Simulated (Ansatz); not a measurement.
## C2H4FNO, SMILES NC(F)=CO: a ranking of conformers, step by step

Program: the Ansatz DFT code, driven from Python.

Interactive session:
```pycon
>>> import ansatz
>>> from rdkit import Chem
>>> from rdkit.Chem import AllChem
>>> BASIS = "def2-SVP"
>>> FUNCTIONAL = "B3LYP"
>>> VDW = "d3bj"
>>> rd = Chem.AddHs(Chem.MolFromSmiles("NC(F)=CO"))
>>> ids = list(AllChem.EmbedMultipleConfs(rd, numConfs=20, randomSeed=5, pruneRmsThresh=0.4))
>>> field = [energy for _, energy in AllChem.MMFFOptimizeMoleculeConfs(rd)]
>>> distinct = {round(e, 2): i for i, e in zip(ids, field)}
>>> chosen = sorted(distinct.items())[:5]
>>> found = []
>>> for force_field, index in chosen:
...     geometry = ansatz.Crystal.molecule()
...     for atom, xyz in zip(rd.GetAtoms(), rd.GetConformer(index).GetPositions()):
...         geometry = geometry.atom(atom.GetSymbol(), xyz.round(5).tolist())
...     calc = geometry.calculation()
...     calc = calc.basis(gaussian=BASIS)
...     calc = calc.functional(FUNCTIONAL, dispersion=VDW)
...     found.append(calc.run().report["free_energy_ev"])
...

>>> print("conformer   MMFF (kcal/mol)   this level (kcal/mol)")
conformer   MMFF (kcal/mol)   this level (kcal/mol)
>>> for (force_field, index), e in zip(chosen, found):
...     print(f"{index:9d} {force_field - chosen[0][0]:17.2f} {23.060548 * (e - min(found)):17.3f}")
...
        0              0.00             0.269
        1              0.89             0.000
```

Notes:
- The conformers keep their force-field geometries.
- b3lyp holds the VWN-RPA fit, as in Gaussian; the form of ORCA and Turbomole is b3lyp5.
- Timing: 5.3 s on 1 thread of Arm Neoverse V1, with other jobs on the host, peak memory 0.29 GiB.

(Lines on the test bed's own set-up are left out of the output.)
